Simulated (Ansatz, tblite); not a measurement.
Cost and result up the ladder for MgH2 (3 atoms). Total charge 0; singlet. Geometry: PBE0-D4/def2-TZVP.

```xyz
3

Mg    0.0000    0.0000    0.0000
H    -1.3493   -0.3935    0.9652
H     1.3493    0.3935   -0.9652
```

Ansatz on 4 threads of Arm Neoverse V2 on a shared host; xTB runs through tblite on one thread. Times are rough, summed over both states, and most runs start from the orbitals of an earlier one. PBE0-D4/def2-TZVP serves as the yardstick here, not as an exact answer. The other state is a triplet.

The xTB rows come from tblite.

xTB has no spin-polarisation term.

```json
{"level": "GFN1-xTB", "functions": "8", "wall time": "0.002 s"}
{"level": "GFN2-xTB", "functions": "11", "wall time": "0.002 s"}
{"level": "PBE-D4/def2-TZVP", "functions": "44", "wall time": "0.4 s"}
{"level": "PBE0-D4/def2-TZVP", "functions": "44", "wall time": "0.5 s"}
{"level": "r2SCAN-D4/def2-TZVP", "functions": "44", "wall time": "1.1 s"}
```

Question: Estimate what each level gives for the vertical triplet (eV).

Answer: 
| level | vertical triplet (eV) | difference from PBE0-D4/def2-TZVP (eV) |
| --- | --- | --- |
| GFN1-xTB | 6.61 | 1.82 |
| GFN2-xTB | 4.58 | -0.21 |
| PBE-D4/def2-TZVP | 4.57 | -0.22 |
| PBE0-D4/def2-TZVP | 4.79 | 0.00 |
| r2SCAN-D4/def2-TZVP | 4.68 | -0.11 |
